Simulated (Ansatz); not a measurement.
# ClH4NSi: the cost of one run

Method: PBE0-D4, def2-SVP first, then def2-TZVP; program: Ansatz 0.2.0, Gaussian basis.

115 further runs of the same task are left out: 1 that didn't finish, 114 set aside as unsound or not needed.

### Step 1. Where the work starts

The guess: 7 atoms, charge 0, spin multiplicity 1.

Atoms are counted from 1 here; the program's logs count them from 0.

Bond lengths: Si1–N3 1.649 Å, Si1–H5 1.456 Å, Si1–Cl6 2.024 Å, N3–H7 1.015 Å. Angles: N3–Si1–H5 133.3°, N3–Si1–Cl6 121.0°, H5–Si1–Cl6 102.7°, Si1–N3–H7 126.8°.

Geometry (Å):

```xyz
7
charge 0, multiplicity 1
Si   -0.5747   -0.2331    0.0839
H     0.6130    0.8044    1.2876
N     0.6837    0.2898   -0.8439
H     1.1048    0.9051    0.3443
H    -1.9231    0.2658    0.3108
Cl   -0.7143   -2.1692    0.6567
H     0.8106    0.1373   -1.8395
```

Distances that are to change: H2–H4 1.07 Å, Si1–H2 1.98 Å, N3–H4 1.40 Å.

### Step 2. Constrained relaxation of the guess

hold/in.yaml

```yaml
crystal:
  periodic: [false, false, false]
  atoms:
    - {symbol: Si, position_ang: [-0.574700, -0.233100, 0.083900]}
    - {symbol: H, position_ang: [0.613000, 0.804400, 1.287600]}
    - {symbol: N, position_ang: [0.683700, 0.289800, -0.843900]}
    - {symbol: H, position_ang: [1.104800, 0.905100, 0.344300]}
    - {symbol: H, position_ang: [-1.923100, 0.265800, 0.310800]}
    - {symbol: Cl, position_ang: [-0.714300, -2.169200, 0.656700]}
    - {symbol: H, position_ang: [0.810600, 0.137300, -1.839500]}
basis:
  gaussian: {orbitals: def2-SVP}
hamiltonian: {xc: pbe0, dispersion: d4}
relax: {f_tol: 0.04, max_steps: 150, escape_saddle: false, constraints: [{distance: [1, 3]}, {distance: [0, 1]}, {distance: [2, 3]}]}
```

On the command line:

```bash
$ ansatz run in.yaml --threads 2 --pin off --events-out ev --progress --plain --max-ram 4352MiB
```

**Question.** How long does this run take on 2 threads of Arm Neoverse V2, shared host?

About 9 s.
